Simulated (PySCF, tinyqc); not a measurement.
A ladder of methods, and size consistency: correlation methods against full CI in the sto-3g basis, for CH2, spin multiplicity 1. Computed by the program tinyqc with PySCF. All electrons correlated; +Q is the Davidson correction (1 - c0^2) E_corr. The last columns treat two copies 100 angstrom apart as one system. FCI is the lowest singlet.

Geometry (angstrom):

| atom | x | y | z |
|---|---|---|---|
| C | 0.0000 | 0.0000 | 0.0000 |
| H | 0.0000 | 0.8420 | 0.5530 |
| H | 0.0000 | -0.8200 | 0.5390 |

RHF energy of one = -38.340176 hartree

Correlation energies (hartree):

| method | E_corr of one | share of FCI (%) | E_corr of two at 100 angstrom | two minus twice one (mhartree) |
|---|---|---|---|---|
| MP2 | -0.02954 | 56.964 | -0.05907 | 0.000 |
| CISD | -0.04932 | 95.114 | -0.09318 | 5.453 |
| CISD+Q | -0.05261 | 101.467 | -0.10232 | 2.901 |
| CCSD | -0.05130 | 98.944 | -0.10260 | 0.000 |
| CCSD(T) | -0.05158 | 99.474 | -0.10315 | -2.04e-05 |
| FCI | -0.05185 | 100.000 | - | - |

What does the comparison show, and why?

MP2 recovers 57 %, CISD 95.1 % and CCSD 98.9 % of the FCI value (c0^2 = 0.933 in CISD). MP2 and coupled cluster are size consistent, so their last column vanishes; CISD loses 5.45 mhartree, since a double excitation on each copy is a quadruple of the pair, and the Davidson correction leaves +2.90. The restricted reference is unstable here: a spin-polarised solution lies 0.0397 hartree lower (PySCF), so results built on it describe a poor reference.
